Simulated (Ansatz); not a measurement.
Geometry optimisation, Ansatz 0.2.0, RKS PBE0-D4/6-31G*.

Input:

```yaml
crystal:
  periodic: [false, false, false]
  atoms:
    - { symbol: B, position_ang: [0.0, 0.0, 0.0] }
    - { symbol: H, position_ang: [0.0, 0.0, 1.19] }
    - { symbol: F, position_ang: [1.1431, 0.0, -0.66] }
    - { symbol: "N", position_ang: [-1.3423, 0.0, -0.775] }
    - { symbol: H, position_ang: [-2.0112, -0.8164, -0.6764] }
    - { symbol: H, position_ang: [-1.5914, 0.8164, -1.4036] }
basis:
  gaussian: { orbitals: "6-31G*" }
hamiltonian:
  xc: pbe0
  dispersion: d4
relax:
  f_tol: 0.02
  max_steps: 40
output:
  orbitals: {}
```

Command:

```bash
$ ansatz run input.yaml --threads 1 --pin off --max-ram 2048MiB --backend cpu --events-out ev --progress --plain --runs-dir out
```

Task: Where does it end, and by what steps?

Result: The forces met the threshold. After 6 steps the energy has fallen by 1.228 eV; H5 moved furthest, 0.58 Å.

| step | energy less start (eV) | largest force component (eV/Å) | accepted |
| --- | --- | --- | --- |
| 0 | 0.0000 | 3.176 | yes |
| 1 | -0.6430 | 1.642 | yes |
| 2 | -0.9760 | 1.449 | yes |
| 3 | -1.2210 | 0.232 | yes |
| 4 | -1.2272 | 0.060 | yes |
| 5 | -1.2276 | 0.050 | yes |
| 6 | -1.2276 | 0.005 | yes |

```xyz
6
Properties=species:S:1:pos:R:3
B -0.070 -0.016 -0.035
H -0.004 -0.451 1.081
F 1.038 0.463 -0.613
N -1.275 -0.002 -0.737
H -2.134 -0.351 -0.345
H -1.357 0.357 -1.676
```

Whether the end is a true minimum wasn't checked by a vibrational analysis.

The run took 7.6 s on 1 thread of Intel(R) Xeon(R) Platinum 8488C (Sapphire Rapids), with other jobs on the host, peak memory 0.14 GiB.
